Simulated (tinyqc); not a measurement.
Inside a calculation. Method: FCI on RHF in the sto-6g basis, frozen core, for HF, spin multiplicity 1. Computed by tinyqc, a small Python program that keeps every step (integrals from PySCF). Settings: charge = 0, multiplicity = 1, basis = sto-6g, method = RHF, frozen orbitals = 1, energy threshold = 1e-10, iteration cap = 87, orthogonalisation = symmetric, start = atomic densities, DIIS depth = 6, ci = FCI, davidson = 1. Command: `OMP_NUM_THREADS=1 python tinyqc.py 21221 21222 out.jsonl` (the two numbers bound the seeds that draw the settings). One thread of a shared host (Intel(R) Xeon(R) Processor @ 2.60GHz), about 0.2 s of CPU time with the checks. The early iterations of the SCF are left out here.

## One-electron integrals

Geometry (angstrom):
```
atom         x         y         z
F     0.000000  0.000000  0.000000
H     0.000000  0.000000  0.879000
```

Basis sto-6g: exponents (1/bohr^2) and contraction coefficients of normalised primitives:
```
element  l (shell)     exponent  coefficient
F            s (1)  1728.626574     0.009164
F            s (1)   316.941790     0.049361
F            s (1)    88.668891     0.168538
F            s (1)    30.460157     0.370563
F            s (1)    11.828570     0.416492
F            s (1)     4.871659     0.130334
F            s (2)    67.032281    -0.013253
F            s (2)    13.267438    -0.046992
F            s (2)     4.123510    -0.033785
F            s (2)     1.586463     0.250242
F            s (2)     0.689002     0.595117
F            s (2)     0.315820     0.240706
F            p (3)    67.032281     0.003760
F            p (3)    13.267438     0.037679
F            p (3)     4.123510     0.173897
F            p (3)     1.586463     0.418036
F            p (3)     0.689002     0.425860
F            p (3)     0.315820     0.101708
H            s (1)    35.523221     0.009164
H            s (1)     6.513144     0.049361
H            s (1)     1.822143     0.168538
H            s (1)     0.625955     0.370563
H            s (1)     0.243077     0.416492
H            s (1)     0.100112     0.130334
```

Overlap, kinetic and nuclear-attraction integrals over the contracted functions; the nuclear repulsion is the sum of Za Zb / Rab.

nuclear repulsion = 5.41819670 hartree

overlap S, order 1F 1s, 1F 2s, 1F 2px, 1F 2py, 1F 2pz, 2H 1s:
$$\begin{pmatrix}
1.000000 & 0.232479 & 0.000000 & 0.000000 & 0.000000 & 0.055255 \\
0.232479 & 1.000000 & 0.000000 & 0.000000 & 0.000000 & 0.477489 \\
0.000000 & 0.000000 & 1.000000 & 0.000000 & 0.000000 & 0.000000 \\
0.000000 & 0.000000 & 0.000000 & 1.000000 & 0.000000 & 0.000000 \\
0.000000 & 0.000000 & 0.000000 & 0.000000 & 1.000000 & 0.361021 \\
0.055255 & 0.477489 & 0.000000 & 0.000000 & 0.361021 & 1.000000
\end{pmatrix}$$

kinetic energy T (hartree), order 1F 1s, 1F 2s, 1F 2px, 1F 2py, 1F 2pz, 2H 1s:
$$\begin{pmatrix}
37.397730 & -1.143349 & 0.000000 & 0.000000 & 0.000000 & 0.000699 \\
-1.143349 & 1.082297 & 0.000000 & 0.000000 & 0.000000 & 0.149077 \\
0.000000 & 0.000000 & 3.251325 & 0.000000 & 0.000000 & 0.000000 \\
0.000000 & 0.000000 & 0.000000 & 3.251325 & 0.000000 & 0.000000 \\
0.000000 & 0.000000 & 0.000000 & 0.000000 & 3.251325 & 0.302662 \\
0.000699 & 0.149077 & 0.000000 & 0.000000 & 0.302662 & 0.768522
\end{pmatrix}$$

nuclear attraction V (hartree), order 1F 1s, 1F 2s, 1F 2px, 1F 2py, 1F 2pz, 2H 1s:
$$\begin{pmatrix}
-78.424474 & -8.005668 & 0.000000 & 0.000000 & -0.017332 & -2.189620 \\
-8.005668 & -12.071076 & 0.000000 & 0.000000 & -0.193748 & -4.519931 \\
0.000000 & 0.000000 & -12.027235 & 0.000000 & 0.000000 & 0.000000 \\
0.000000 & 0.000000 & 0.000000 & -12.027235 & 0.000000 & 0.000000 \\
-0.017332 & -0.193748 & 0.000000 & 0.000000 & -12.157219 & -3.073477 \\
-2.189620 & -4.519931 & 0.000000 & 0.000000 & -3.073477 & -6.388324
\end{pmatrix}$$

core Hamiltonian H = T + V (hartree), order 1F 1s, 1F 2s, 1F 2px, 1F 2py, 1F 2pz, 2H 1s:
$$\begin{pmatrix}
-41.026744 & -9.149017 & 0.000000 & 0.000000 & -0.017332 & -2.188920 \\
-9.149017 & -10.988780 & 0.000000 & 0.000000 & -0.193748 & -4.370854 \\
0.000000 & 0.000000 & -8.775909 & 0.000000 & 0.000000 & 0.000000 \\
0.000000 & 0.000000 & 0.000000 & -8.775909 & 0.000000 & 0.000000 \\
-0.017332 & -0.193748 & 0.000000 & 0.000000 & -8.905894 & -2.770815 \\
-2.188920 & -4.370854 & 0.000000 & 0.000000 & -2.770815 & -5.619802
\end{pmatrix}$$

## Two-electron integrals

Functions are numbered as in S; the eight-fold symmetry (ij|kl) = (ji|kl) = (kl|ij) leaves the list below.

Two-electron integrals (ij|kl) in chemists' order, unique and non-zero (hartree):
```
(11|11) 5.406240   (21|11) 0.768129   (21|21) 0.138909   (22|11) 1.266271
(22|21) 0.283987   (22|22) 0.926367   (31|31) 0.029452   (32|31) 0.044681
(32|32) 0.204753   (33|11) 1.266273   (33|21) 0.283987   (33|22) 0.926366
(33|33) 0.998085   (41|41) 0.029452   (42|41) 0.044681   (42|42) 0.204753
(43|43) 0.053789   (44|11) 1.266273   (44|21) 0.283987   (44|22) 0.926366
(44|33) 0.890506   (44|44) 0.998085   (51|51) 0.029452   (52|51) 0.044681
(52|52) 0.204753   (53|53) 0.053789   (54|54) 0.053789   (55|11) 1.266273
(55|21) 0.283987   (55|22) 0.926366   (55|33) 0.890506   (55|44) 0.890506
(55|55) 0.998085   (61|11) 0.195092   (61|21) 0.033795   (61|22) 0.067500
(61|33) 0.067381   (61|44) 0.067381   (61|51) 0.001458   (61|52) 0.002838
(61|55) 0.067738   (61|61) 0.008359   (62|11) 0.453432   (62|21) 0.103027
(62|22) 0.370077   (62|33) 0.365064   (62|44) 0.365064   (62|51) 0.007375
(62|52) 0.053460   (62|55) 0.380102   (62|61) 0.025018   (62|62) 0.176192
(63|31) 0.011949   (63|32) 0.066632   (63|53) 0.011377   (63|63) 0.027111
(64|41) 0.011949   (64|42) 0.066632   (64|54) 0.011377   (64|64) 0.027111
(65|11) 0.289184   (65|21) 0.066687   (65|22) 0.256086   (65|33) 0.244844
(65|44) 0.244844   (65|51) 0.016283   (65|52) 0.102750   (65|55) 0.278567
(65|61) 0.016980   (65|62) 0.149615   (65|65) 0.153744   (66|11) 0.571243
(66|21) 0.132199   (66|22) 0.541789   (66|33) 0.522809   (66|44) 0.522809
(66|51) 0.013142   (66|52) 0.128803   (66|55) 0.579749   (66|61) 0.032420
(66|62) 0.317234   (66|65) 0.312940   (66|66) 0.774999
```

## Orthogonalisation

S = U s U^T; symmetric (Loewdin) form X = U s^(-1/2) U^T, so that X^T S X = 1.

eigenvalues of S: [0.386201, 0.849562, 1.000000, 1.000000, 1.118059, 1.646178]

X, order 1F 1s, 1F 2s, 1F 2px, 1F 2py, 1F 2pz, 2H 1s:
$$\begin{pmatrix}
1.022208 & -0.130844 & 0.000000 & 0.000000 & -0.007759 & 0.022023 \\
-0.130844 & 1.143443 & 0.000000 & 0.000000 & 0.090765 & -0.319769 \\
0.000000 & 0.000000 & 1.000000 & 0.000000 & 0.000000 & 0.000000 \\
0.000000 & 0.000000 & 0.000000 & 1.000000 & 0.000000 & 0.000000 \\
-0.007759 & 0.090765 & 0.000000 & 0.000000 & 1.067346 & -0.237993 \\
0.022023 & -0.319769 & 0.000000 & 0.000000 & -0.237993 & 1.186205
\end{pmatrix}$$

## Iteration 7 (converged): orbitals

converged F (hartree), order 1F 1s, 1F 2s, 1F 2px, 1F 2py, 1F 2pz, 2H 1s:
$$\begin{pmatrix}
-26.230484 & -6.369666 & 0.000000 & 0.000000 & -0.025474 & -1.524208 \\
-6.369666 & -2.926237 & 0.000000 & 0.000000 & -0.117291 & -1.215957 \\
0.000000 & 0.000000 & -0.475149 & 0.000000 & 0.000000 & 0.000000 \\
0.000000 & 0.000000 & 0.000000 & -0.475149 & 0.000000 & 0.000000 \\
-0.025474 & -0.117291 & 0.000000 & 0.000000 & -0.403980 & -0.601149 \\
-1.524208 & -1.215957 & 0.000000 & 0.000000 & -0.601149 & -0.661461
\end{pmatrix}$$

Diagonalise F' = X^T F X, C = X C', fill 5 alpha and 5 beta electrons from the bottom; D = 2 C_occ C_occ^T. Each column has its largest component positive (the first on a tie).

F' = X^T F X (hartree):
$$\begin{pmatrix}
-25.816303 & -3.184611 & 0.000000 & 0.000000 & -0.043643 & -0.271241 \\
-3.184611 & -1.667203 & 0.000000 & 0.000000 & 0.104922 & -0.624053 \\
0.000000 & 0.000000 & -0.475149 & 0.000000 & 0.000000 & 0.000000 \\
0.000000 & 0.000000 & 0.000000 & -0.475149 & 0.000000 & 0.000000 \\
-0.043643 & 0.104922 & 0.000000 & 0.000000 & -0.184396 & -0.604444 \\
-0.271241 & -0.624053 & 0.000000 & 0.000000 & -0.604444 & -0.011183
\end{pmatrix}$$

orbital energies (hartree): MO1 -26.233915, MO2 -1.497971, MO3 -0.605117, MO4 -0.475149, MO5 -0.475149, MO6 0.657918

coefficients C, order 1F 1s, 1F 2s, 1F 2px, 1F 2py, 1F 2pz, 2H 1s:
$$\begin{pmatrix}
0.997012 & -0.235504 & 0.079727 & 0.000000 & 0.000000 & 0.081998 \\
0.013477 & 0.929119 & -0.452093 & 0.000000 & 0.000000 & -0.606003 \\
0.000000 & 0.000000 & 0.000000 & -0.025024 & 0.999687 & 0.000000 \\
0.000000 & 0.000000 & 0.000000 & 0.999687 & 0.025024 & 0.000000 \\
0.002374 & 0.102832 & 0.710005 & 0.000000 & 0.000000 & -0.830349 \\
-0.003873 & 0.157732 & 0.506427 & 0.000000 & 0.000000 & 1.133622
\end{pmatrix}$$

D after iteration 7, order 1F 1s, 1F 2s, 1F 2px, 1F 2py, 1F 2pz, 2H 1s:
$$\begin{pmatrix}
2.111704 & -0.482837 & 0.000000 & 0.000000 & 0.069513 & -0.001264 \\
-0.482837 & 2.135664 & 0.000000 & 0.000000 & -0.450827 & -0.164906 \\
0.000000 & 0.000000 & 2.000000 & 0.000000 & 0.000000 & 0.000000 \\
0.000000 & 0.000000 & 0.000000 & 2.000000 & 0.000000 & 0.000000 \\
0.069513 & -0.450827 & 0.000000 & 0.000000 & 1.029374 & 0.751553 \\
-0.001264 & -0.164906 & 0.000000 & 0.000000 & 0.751553 & 0.562725
\end{pmatrix}$$

Within a degenerate level the vectors are fixed only up to a rotation; this is one choice.

## Convergence

Stop when the energy changes by less than 1e-10 hartree and every element of the error matrix X^T (F D S - S D F) X is below 3e-06.

Course of the cycle:
```
iteration    E (hartree)     change  largest element of the error matrix
1          -100.44720744          -                             1.44e+00
2           -99.46661884   9.81e-01                             2.21e-01
3           -99.49267596  -2.61e-02                             3.14e-02
4           -99.49344846  -7.73e-04                             3.63e-03
5           -99.49345600  -7.54e-06                             9.20e-05
6           -99.49345600  -3.75e-09                             2.16e-06
7           -99.49345600  -2.22e-12                             1.48e-08
```

PySCF RHF in the same basis = -99.49345600 hartree

Converged in 7 iterations.

## Integrals over molecular orbitals

(pq|rs) = sum C_ip C_jq C_kr C_ls (ij|kl), one index at a time.

one-electron integrals over orbitals h = C^T H C (hartree):
$$\begin{pmatrix}
-41.012634 & 0.708464 & -0.235835 & 0.000000 & 0.000000 & -0.254331 \\
0.708464 & -9.236361 & 0.553136 & 0.000000 & 0.000000 & 1.300412 \\
-0.235835 & 0.553136 & -7.823538 & 0.000000 & 0.000000 & 1.765068 \\
0.000000 & 0.000000 & 0.000000 & -8.775909 & 0.000000 & 0.000000 \\
0.000000 & 0.000000 & 0.000000 & 0.000000 & -8.775909 & 0.000000 \\
-0.254331 & 1.300412 & 1.765068 & 0.000000 & 0.000000 & -6.142403
\end{pmatrix}$$

Two-electron integrals over orbitals (pq|rs), unique and non-zero (hartree); the lowest 1 orbital is frozen and left out:
```
(22|22) 0.861938    (32|22) -0.008603   (32|32) 0.158769    (33|22) 0.768420
(33|32) -0.058181   (33|33) 0.795618    (42|42) 0.179090    (43|42) -0.045207
(43|43) 0.051520    (44|22) 0.878010    (44|32) -0.076120   (44|33) 0.774262
(44|44) 0.998085    (52|52) 0.179090    (53|52) -0.045207   (53|53) 0.051520
(54|54) 0.053789    (55|22) 0.878010    (55|32) -0.076120   (55|33) 0.774262
(55|44) 0.890506    (55|55) 0.998085    (62|22) -0.138881   (62|32) -0.038118
(62|33) -0.046478   (62|44) -0.137459   (62|55) -0.137459   (62|62) 0.099763
(63|22) -0.149365   (63|32) 0.092588    (63|33) -0.130296   (63|44) -0.183165
(63|55) -0.183165   (63|62) 0.060244    (63|63) 0.162347    (64|42) -0.045207
(64|43) -0.012322   (64|64) 0.032132    (65|52) -0.045207   (65|53) -0.012322
(65|65) 0.032132    (66|22) 0.693224    (66|32) 0.076204    (66|33) 0.671351
(66|44) 0.656336    (66|55) 0.656336    (66|62) -0.069922   (66|63) -0.010045
(66|66) 0.721835
```

## FCI: determinants and Hamiltonian

one-electron integrals dressed by the frozen orbital, h + 2 (pq|11) - (p1|1q) (hartree), order 2, 3, 4, 5, 6:
$$\begin{pmatrix}
-6.891840 & 0.280848 & 0.000000 & 0.000000 & 0.783850 \\
0.280848 & -5.772814 & 0.000000 & 0.000000 & 1.098924 \\
0.000000 & 0.000000 & -6.274390 & 0.000000 & 0.000000 \\
0.000000 & 0.000000 & 0.000000 & -6.274390 & 0.000000 \\
0.783850 & 1.098924 & 0.000000 & 0.000000 & -4.370199
\end{pmatrix}$$

energy of the frozen orbital, 2 h_11 + (11|11) = -76.64483261 hartree

Hartree-Fock energy = -99.49345600 hartree

Slater-Condon rules over spin orbitals, with the nuclear repulsion and the energy of the frozen orbital added and E(HF) subtracted on the diagonal. Only determinants linked to the reference directly or through others are kept (one block of an abelian symmetry group), so some states are absent.

Occupation strings over the orbitals (2 doubly, a alpha, b beta, 0 empty; spin orbitals ordered 1a 1b 2a 2b ...): 222220 22a22b 2a222b 22b22a 2b222a 222202 222022 220222 2ab222 2ba222 202222

H - E(HF) between determinants (hartree):
```
           222220     22a22b     2a222b     22b22a     2b222a     222202     222022     220222
222220   0.000000   0.000000   0.000000   0.000000   0.000000   0.032132   0.032132   0.162347
22a22b   0.000000   0.754031  -0.015959  -0.162347  -0.060244   0.012322   0.012322   0.120251
2a222b   0.000000  -0.015959   1.562428  -0.060244  -0.099763   0.045207   0.045207  -0.092588
22b22a   0.000000  -0.162347  -0.060244   0.754031  -0.015959  -0.012322  -0.012322  -0.120251
2b222a   0.000000  -0.060244  -0.099763  -0.015959   1.562428  -0.045207  -0.045207   0.092588
222202   0.032132   0.012322   0.045207  -0.012322  -0.045207   1.424975   0.053789   0.051520
222022   0.032132   0.012322   0.045207  -0.012322  -0.045207   0.053789   1.424975   0.051520
220222   0.162347   0.120251  -0.092588  -0.120251   0.092588   0.051520   0.051520   1.682815
2ab222  -0.060244   0.092588  -0.139319  -0.023444   0.038118   0.045207   0.045207   0.150344
2ba222   0.060244  -0.023444   0.038118   0.092588  -0.139319  -0.045207  -0.045207  -0.150344
202222   0.099763   0.038118   0.068959  -0.038118  -0.068959   0.179090   0.179090   0.158769

           2ab222     2ba222     202222
222220  -0.060244   0.060244   0.099763
22a22b   0.092588  -0.023444   0.038118
2a222b  -0.139319   0.038118   0.068959
22b22a  -0.023444   0.092588  -0.038118
2b222a   0.038118  -0.139319  -0.068959
222202   0.045207  -0.045207   0.179090
222022   0.045207  -0.045207   0.179090
220222   0.150344  -0.150344   0.158769
2ab222   2.442139  -0.158769   0.100766
2ba222  -0.158769   2.442139  -0.100766
202222   0.100766  -0.100766   3.322181
```

## FCI: roots

Diagonalise (each vector has its largest component positive (the first on a tie)); all determinants have Ms = 0, so triplets appear too. The lowest singlet root is the correlation energy.

lowest roots of this matrix, relative to E(HF) (hartree): [-0.023187, 0.582925, 0.870659, 1.371186, 1.386979, 1.455571, 1.608494, 1.735561]

lowest vectors, order 222220, 22a22b, 2a222b, 22b22a, 2b222a, 222202, 222022, 220222, 2ab222, 2ba222, 202222:
$$\begin{pmatrix}
0.993610 & 0.000000 & -0.031772 & 0.000000 \\
0.010385 & 0.704265 & 0.687699 & 0.000000 \\
-0.000619 & 0.058107 & -0.071027 & 0.000000 \\
-0.010385 & 0.704265 & -0.687699 & 0.000000 \\
0.000619 & 0.058107 & 0.071027 & 0.000000 \\
-0.016804 & 0.000000 & 0.007229 & 0.707107 \\
-0.016804 & 0.000000 & 0.007229 & -0.707107 \\
-0.097922 & 0.000000 & -0.200340 & 0.000000 \\
0.029466 & -0.025179 & -0.037413 & 0.000000 \\
-0.029466 & -0.025179 & 0.037413 & 0.000000 \\
-0.025171 & 0.000000 & -0.001103 & 0.000000
\end{pmatrix}$$

<S^2> of these roots: [0.000000, 2.000000, 0.000000, 0.000000, 0.000000, 2.000000, 0.000000, 0.000000]

weight of the ground state by excitation level 0, 1, 2, ...: [0.987260, 0.000216, 0.012523]

## The lowest root by the Davidson method

Start from the reference; add the residual divided by (theta - H_ii), orthogonalised, at each step.

Davidson iterations:
```
iteration  subspace  lowest Ritz value (hartree)  residual norm
1                 1                            0       2.14e-01
2                 2                  -0.02263621       3.40e-02
3                 3                  -0.02318072       3.60e-03
4                 4                  -0.02318667       4.06e-04
5                 5                  -0.02318678       1.87e-05
6                 6                  -0.02318678       4.76e-07
7                 7                  -0.02318678       1.16e-16
```
